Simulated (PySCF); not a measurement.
Bond length, frequency and bond energy of MgO⁺ by level of theory

State: ²Π (doublet), unpaired electrons π ↑. Set-up: basis Mg def2-SVPD, O def2-SVPD; no relativity; PySCF 2.14. De refers to Mg⁺ + O in their high-spin ground configurations, without counterpoise correction. The functionals are run spin-unrestricted. A positive dipole points towards O; it is taken about the centre of mass and depends on that origin. Levels whose curve was spin-contaminated or gave no clean fit are not listed.

```tsv
Level	Re (Å)	ωe (cm⁻¹)	De (eV)	μ (D)
UHF-CCSD	1.852	702	1.89	n/a
PBE	1.862	671	2.47	-7.95
revPBE	1.871	661	2.33	-8.02
TPSS	1.857	682	2.38	-8.19
r²SCAN	1.844	702	2.32	-8.53
r²SCANh	1.837	713	2.20	-8.68
PBE0	1.838	711	2.12	-8.52
```

Q: What does the step from GGA to meta-GGA do here, going from PBE to r²SCAN?

A: r²SCAN less PBE: -1.8 pm in Re, +4.6 % in ωe, -0.15 eV in De. 

Correlated steps freeze 2 core orbitals. Correlated levels converge slowly with the basis: in double zeta they bind strong bonds too weakly, by up to about 1 eV, and carry superposition errors of some tenths. For an ion De counts to the pair picked by the measured ionisation energies or electron affinities, which need not be the lowest pair at this level. The state is the lowest determinant that a PBE0 search found; another state may lie lower at other levels.
